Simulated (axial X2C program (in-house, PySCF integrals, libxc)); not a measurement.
# Correcting the dissociation energy of NaS⁺ for spin–orbit coupling

A spin-free CCSD(T) curve (one-electron X2C) was computed with an in-house relativistic program for diatomic molecules, basis S dyall-av3z [9s8p3d2f], Na dyall-cv3z [9s8p5d2f] (cores contracted in-house), for the state M_S = 1, Λ = 0 (beyond evenly filled blocks: π+α, π-α). It gives D0 = 0.489 eV to S + Na+, which in a spin-free picture are the weighted means of the ground terms.

Correlated methods: 14 electrons correlated (number of frozen shells: S 2 s, 1 p; Na 1 s), 220 virtual spin orbitals or spinors in MP2, 90 natural virtuals in coupled cluster.

Measured levels of the ground terms (NIST Handbook of Basic Atomic Spectroscopic Data), in cm⁻¹: S 3P: J = 2 at 0, J = 1 at 396.1, J = 0 at 573.6; Na+ 1S: J = 0 at 0.

The molecular state has Λ = 0, so it has no first-order lowering.

Q: How far does each ground level lie under the (2J+1)-weighted mean of its term?

A: S: (5 × 0 + 3 × 396.1 + 1 × 573.6)/9 = 196 cm⁻¹; Na+: a single level, 0.

Q: Correct D0.

A: D0 = 0.489 + (0 − 196)/8065.5 = 0.465 eV at CCSD(T) with these spin–orbit terms.

Second-order spin–orbit effects in the molecule, which grow quickly with Z, are left out. The state is a single determinant with fixed occupations, the lowest that a limited PBE0 search found. Dissociation energies refer to the lowest single-determinant-based atoms at the same level and basis. Coupled cluster ran in a truncated set of natural virtual spinors; the MP2 energy of the rest was added. (T) has no such correction and the atoms are truncated less, which lowers De at CCSD(T) by a hundredth of an eV or more.
